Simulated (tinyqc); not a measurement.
Geometry optimisation on the RHF/sto-3g surface (energies and gradients from PySCF), for HF, spin multiplicity 1, step by step. Computed by tinyqc, a small Python program that keeps every step (integrals from PySCF). Settings: charge = 0, multiplicity = 1, basis = sto-3g, optimiser = sd, first Hessian = 0.6, largest step = 0.3, iteration cap = 30. Command: `OMP_NUM_THREADS=1 python tinyqc.py 26312 26313 out.jsonl` (the two numbers bound the seeds that draw the settings). One thread of a shared host (Intel(R) Xeon(R) Processor @ 2.60GHz), about 1 s of CPU time with the checks.

positions at the start (bohr):
```
         x       y       z
1F  0.0000  0.0000  0.0000
2H  0.0000  0.0000  1.5893
```

Stop when the largest gradient component is below 3e-5 hartree/bohr.

Course of the optimisation:
```
step  E (hartree)  largest gradient (hartree/bohr)
1      -98.551420                         2.22e-01
2      -98.560105                         1.10e-01
3      -98.561900                         1.49e-01
4      -98.553294                         1.29e-01
5      -98.561900                         1.49e-01
6      -98.553294                         1.29e-01
7      -98.561900                         1.49e-01
8      -98.553294                         1.29e-01
9      -98.561900                         1.49e-01
10     -98.553294                         1.29e-01
11     -98.561900                         1.49e-01
12     -98.553294                         1.29e-01
13     -98.561900                         1.49e-01
14     -98.553294                         1.29e-01
15     -98.561900                         1.49e-01
16     -98.553294                         1.29e-01
17     -98.561900                         1.49e-01
18     -98.553294                         1.29e-01
19     -98.561900                         1.49e-01
20     -98.553294                         1.29e-01
21     -98.561900                         1.49e-01
22     -98.553294                         1.29e-01
23     -98.561900                         1.49e-01
24     -98.553294                         1.29e-01
25     -98.561900                         1.49e-01
26     -98.553294                         1.29e-01
27     -98.561900                         1.49e-01
28     -98.553294                         1.29e-01
29     -98.561900                         1.49e-01
30     -98.553294                         1.29e-01
```

Can the last value be used, and what does the course show?

Not by the stop rule. Not converged within 30 steps: the energy rises at some steps, so steps overshoot. Reruns: method bfgs, first Hessian 0.6, largest step 0.3: converged in 7 (E = -98.57285).
